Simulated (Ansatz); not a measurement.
Born–Oppenheimer molecular dynamics of H6Si2 (8 atoms, charge 0, multiplicity 1). It starts from a relaxed structure.

Level of theory: RKS PBE-D4/def2-SVP (Ansatz 0.2.0).

```
ensemble             : NVT, Nosé–Hoover chain
time step            : 0.5 fs
steps asked          : 150
set temperature      : 200 K
thermostat           : time constant 20 fs, chain length 5
temperature schedule : 37 steps to 200 K, then 113 steps to 10 K
seed                 : 588092
```

First frame:

```xyz
8
Properties=species:S:1:pos:R:3
Si -0.343 0.493 -1.011
Si 0.366 -0.508 0.997
H 0.846 0.960 -1.809
H -1.122 -0.493 -1.841
H -1.223 1.679 -0.720
H 1.153 0.476 1.820
H 1.239 -1.700 0.708
H -0.823 -0.965 1.800
```

Task: How far do the bonds stretch over the last three quarters of this one trajectory? (Pairs bonded in most of those frames.)

Result: 
```json
{"bond": "Si1–Si2", "mean (Å)": "2.377", "spread (Å)": "0.044", "shortest": "2.30", "longest": "2.43"}
{"bond": "Si1–H3", "mean (Å)": "1.509", "spread (Å)": "0.038", "shortest": "1.45", "longest": "1.57"}
{"bond": "Si1–H4", "mean (Å)": "1.509", "spread (Å)": "0.037", "shortest": "1.45", "longest": "1.56"}
{"bond": "Si1–H5", "mean (Å)": "1.507", "spread (Å)": "0.006", "shortest": "1.50", "longest": "1.52"}
{"bond": "Si2–H6", "mean (Å)": "1.506", "spread (Å)": "0.006", "shortest": "1.50", "longest": "1.52"}
{"bond": "Si2–H7", "mean (Å)": "1.508", "spread (Å)": "0.004", "shortest": "1.50", "longest": "1.51"}
{"bond": "Si2–H8", "mean (Å)": "1.511", "spread (Å)": "0.032", "shortest": "1.46", "longest": "1.56"}
```

Mean temperature of the second half: 133 K. The conserved energy stayed within 0.11 meV per atom of its start (net change 0.036 meV per atom), so the integration is sound. The schedule's set-point averaged 73 K over the second half and the system 133 K, so it lags behind the ramp. A run of 0.075 ps of so small a system gives no equilibrium averages.

Time of the run: 2 min on 1 thread of AMD EPYC 7R13 Processor (Zen 3) (shared host), peak memory 0.1 GiB.
